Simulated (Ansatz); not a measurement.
The first iterations of a band of AlH₃NS (6 atoms, charge 0, multiplicity 2).

Level of theory: UKS PBE-D4/def2-SVP (Ansatz 0.2.0).

```
movable images  : 7
climbing image  : yes
spring          : 5.0 eV/Å²
optimiser       : quadratic models (default)
start path      : IDPP
force threshold : 0.03 eV/Å
iteration limit : 60
end points      : relaxed
```

First end point:

```xyz
6
Properties=species:S:1:pos:R:3
N -0.921 0.198 -0.986
Al 0.143 -0.799 0.053
S 1.381 0.312 1.541
H -0.989 1.220 -0.955
H -1.544 -0.173 -1.707
H 1.973 -0.822 2.007
```

Last end point:

```xyz
6
Properties=species:S:1:pos:R:3
N -0.363 0.982 -0.867
Al 0.781 0.090 0.183
S -0.045 -1.700 1.229
H -0.129 1.820 -1.404
H -1.344 0.731 -1.020
H 1.142 -1.986 1.833
```

| iteration | highest image above the first end (eV) | largest band force component (eV/Å) |
| --- | --- | --- |
| 1 | 0.290 | 1.043 |
| 2 | 0.215 | 0.470 |

Q: Does the band converge within its limit, and where does its top end?

A: It converged. It ended after 6 iterations with the highest image 0.189 eV above the first end. A vibrational analysis at the climbing image gives one clearly imaginary mode, 274i cm⁻¹: a first-order saddle point.

The run took 37 s on 1 thread of AMD EPYC 9R45 96-Core Processor (Zen 5), with other jobs on the host, peak memory 0.15 GiB.
